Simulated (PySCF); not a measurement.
C5H7F.
Numbering: `[CH3:1][C@H:2]([F:3])[C:4]1=[CH:5][CH2:6]1`

Cartesian coordinates in Å at the GFN2-xTB level; atoms count from 1:
```xyz
13
C5H7F angstrom
C     -1.7832   -0.5737    0.2625
C     -0.8013    0.5796    0.1080
F     -1.1562    1.3294   -1.0078
C      0.5895    0.1190   -0.0392
C      1.4874   -0.8205   -0.0294
C      1.9960    0.5587   -0.3386
H     -2.7990   -0.1899    0.3176
H     -1.7050   -1.2427   -0.5908
H     -1.5565   -1.1241    1.1708
H     -0.8740    1.2791    0.9564
H      1.7710   -1.8329    0.1153
H      2.2686    0.8153   -1.3553
H      2.5583    1.1031    0.4127
```

Definitions: NICS(0) = −σiso at the ring centroid; NICS(1) = −σiso and NICS(1)zz = −σzz at ±1 Å along the ring normal z. Level: GIAO PBE0/pcSseg-1 (PySCF, non-relativistic, gas phase) on the GFN2-xTB geometry, one conformer.

Ring bond lengths (Å), with Mayer bond orders in brackets: C4–C5 1.300 (1.69), C5–C6 1.502 (0.95), C6–C4 1.504 (0.91).

What do the NICS probes read (ppm)?

```json
{"ring": "C4–C5–C6", "type": "3-membered carbocycle; formal bonds 1 double, 2 single", "NICS(0)": "-29.8", "NICS(1), two faces": "-7.0 / -7.2", "NICS(1)zz, two faces": "-14.3 / -15.3", "rms pucker (Å)": "0.00", "centre to ring atoms, mean (Å)": "0.83"}
```

What do they say, and how far can they be read as aromaticity?

- C4–C5–C6: mean NICS(1)zz -14.8 ppm, shielded. C6 has four or more neighbours; no verdict on aromaticity is drawn. NICS(0) lies 23 ppm below the mean NICS(1).

At the first NICS(1) probe listed for ring C4–C5–C6, 1 Å off the ring, what do the in-plane components average?

The isotropic value is a third of the trace: (3 × -7.0 − (-14.3))/2 = -3.3 ppm.

How shielded are the nuclei of the rings and their hydrogens (means over atoms taken as equivalent)?

| atoms | environment | σ isotropic (ppm) |
| --- | --- | --- |
| C4 | fully substituted alkene carbon | 56.2 |
| C5 | alkene CH carbon | 72.4 |
| C6 | allylic carbon | 177.2 |
| H11 | vinylic hydrogen | 24.67 |
| H12 | methylene hydrogen | 30.35 |
| H13 | methylene hydrogen | 30.63 |

On one thread of an Arm Neoverse N1, no GPU, on a shared host, this took 20 s wall and 0.65 GiB of memory at its peak. This is the whole shielding run at PBE0/pcSseg-1, SCF included.
